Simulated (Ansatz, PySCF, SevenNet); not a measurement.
# Bulk modulus of zinc-blende GaSb: levels of theory against measurement

Reference value: 57 GPa (measured, temperature not stated, no zero-point or thermal correction; as tabulated in Toher et al. (2017), arXiv:1611.05714).

Question: What do SevenNet-0, LDA, PBE, PBE-D3(BJ), r²SCAN, r²SCAN-D4, r²SCAN50, Hartree–Fock, MP2 give, and how far is each from the reference?

Answer: 
```tsv
level (code)	value (GPa)	cell (Å³/atom)	difference (%)
SevenNet-0	41.4	30.04	-27
LDA (Ansatz)	55.4	27.66	-2.8
PBE (Ansatz)	44.7	29.99	-22
PBE-D3(BJ) (Ansatz)	50.2	28.78	-11.9
r²SCAN (Ansatz)	53.4	28.82	-6.3
r²SCAN-D4 (Ansatz)	55.5	28.44	-2.6
r²SCAN50 (Ansatz)	65.0	27.84	+14.0
Hartree–Fock (Ansatz)	59.2	30.14	+3.9
MP2 (PySCF)	56.5 ± 2	28.85	-0.9
```

The reference's temperature isn't stated, so close values are not ranked against it. Off by more than 20 %, or 28 % on the side where a correction would as a rule narrow the miss (bounds picked here): SevenNet-0 (-27 %), PBE (-22 %).

The measured value isn't corrected to a static lattice, so vibrations enter the comparison. A static lattice is as a rule stiffer than a warm one, by over a tenth in soft solids.  A ± on a computed value is a rough bar: the spread of its extrapolation, a floor set from checks against published values, or a statistical error. Each level is taken at its own relaxed cell. Cutoffs and k meshes differ between the levels. Ansatz's density-functional and Hartree–Fock values are scalar-relativistic unless marked +SOC, with PAW data made under PBE.

Machine-learned potentials (SevenNet-0) are trained on DFT data: a solid inside that data is no test of them.

Differences are worked out from the printed values.

Ansatz is an electronic-structure program.
